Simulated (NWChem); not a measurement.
Extrapolating the UMP2 correlation energy of CH$_{2}$

```
C
H 1 1.0897
H 1 1.0897 2 134.26
```
Charge 0, spin multiplicity 3.

The numbers come from NWChem runs, not from measurements. The geometry was optimised at UPBE0/def2-SVP, a minimum by its harmonic frequencies.

The correlated methods keep 1 core orbital frozen. This spin state was chosen for the runs; another may lie lower. The structure started from a generated list of species. The unpaired electrons of the parent sit in orbitals of symmetry a1 and b2 (C2v labels of the run); other states weren't searched. No SCF solution was tested for a lower state. Open-shell Hartree-Fock references start from PBE0 orbitals; any time given for them includes that run.

Worked example. The UMP2 correlation energy is -117.89 mHa in cc-pVTZ and -125.91 mHa in cc-pVQZ. The form E(X) = E∞ + A/X³ turns the pair into an estimate of the basis-set limit.

E∞ = (4³·(-125.91) − 3³·(-117.89))/(4³ − 3³) = -131.8 mHa. The larger basis holds 96 % of that, at about 4 times the processor time of the smaller one. This is a two-point estimate.
